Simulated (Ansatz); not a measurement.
# C2H4FNO: how energies converge with the basis set

One table from this session's results is given with a row withheld; the runs are named, their logs left out.

Method: one geometry, several basis sets; program: Ansatz 0.2.0, Gaussian basis.

Plan: PBE0-D4/def2-SVP; ωB97M-V/def2-SVP; PBE0-D4/def2-QZVPP; ωB97M-V/def2-QZVPP; the functionals' def2-TZVPP values are taken from earlier runs.

## Structure used throughout

An earlier PBE0-D4 in a triple-zeta def2 set relaxation fixed the geometry.

SMILES `OC/N=C\F`, 9 atoms, charge 0, spin multiplicity 1.

Atoms are counted from 1 here; the program's logs count them from 0.

Bond lengths: O1–C2 1.394 Å, O1–H6 0.962 Å, C2–N3 1.443 Å, C2–H7 1.100 Å, C2–H8 1.093 Å, N3–C4 1.239 Å, C4–F5 1.345 Å, C4–H9 1.086 Å. Angles: C2–O1–H6 107.5°, O1–C2–N3 110.6°, O1–C2–H7 111.7°, O1–C2–H8 106.5°, N3–C2–H7 107.6°, N3–C2–H8 112.3°, H7–C2–H8 108.2°, C2–N3–C4 121.5°, N3–C4–F5 124.4°, N3–C4–H9 124.4°, F5–C4–H9 111.1°.

As a file:

```
O    -0.1921    0.3892    1.9422
C    -0.5127    0.0520    0.6281
N     0.6143    0.2809   -0.2436
C     0.7221   -0.3046   -1.3296
F    -0.1668   -1.1954   -1.8052
H     0.2505    1.2431    1.9225
H    -1.3530    0.6518    0.2483
H    -0.8204   -0.9968    0.6427
H     1.5466   -0.1666   -2.0226
```

The first run:

File in.yaml:

```yaml
crystal:
  periodic: [false, false, false]
  atoms:
    - {symbol: O, position_ang: [-0.192058, 0.389194, 1.942157]}
    - {symbol: C, position_ang: [-0.512719, 0.051988, 0.628095]}
    - {symbol: N, position_ang: [0.614264, 0.280867, -0.243586]}
    - {symbol: C, position_ang: [0.722145, -0.304633, -1.329637]}
    - {symbol: F, position_ang: [-0.166843, -1.195375, -1.805234]}
    - {symbol: H, position_ang: [0.250513, 1.243145, 1.922517]}
    - {symbol: H, position_ang: [-1.352975, 0.651797, 0.248343]}
    - {symbol: H, position_ang: [-0.820369, -0.996796, 0.642672]}
    - {symbol: H, position_ang: [1.546641, -0.166588, -2.022629]}
basis:
  gaussian: {orbitals: def2-SVP}
hamiltonian: {xc: pbe0, dispersion: d4}
output: {orbitals: {seedname: orbitals}}
```

Started as:

```
> ansatz run in.yaml --threads 2 --pin off --events-out ev --progress --plain --max-ram 4352MiB
```

Steps of the session up to this table: PBE0-D4 in def2-SVP; ωB97M-V in def2-SVP; PBE0-D4 in def2-QZVPP; ωB97M-V in def2-QZVPP.

One of the session's tables, all rows but one given; the rest of the session is left out.

It belongs to the step «Density functionals: the series». 

```
functional       basis  HOMO (eV)  LUMO (eV)
   PBE0-D4    def2-SVP      -7.92      -0.08
   PBE0-D4  def2-TZVPP          ?          ?
   PBE0-D4  def2-QZVPP      -8.25      -0.38
   ωB97M-V    def2-SVP     -10.35       2.28
   ωB97M-V  def2-TZVPP     -10.61       1.95
   ωB97M-V  def2-QZVPP     -10.67       1.76
```

Estimate the missing values for PBE0-D4, def2-TZVPP.

As computed: HOMO (eV): -8.19; LUMO (eV): -0.30. In the column «HOMO (eV)» it lies between PBE0-D4, def2-QZVPP (-8.25) and PBE0-D4, def2-SVP (-7.92).
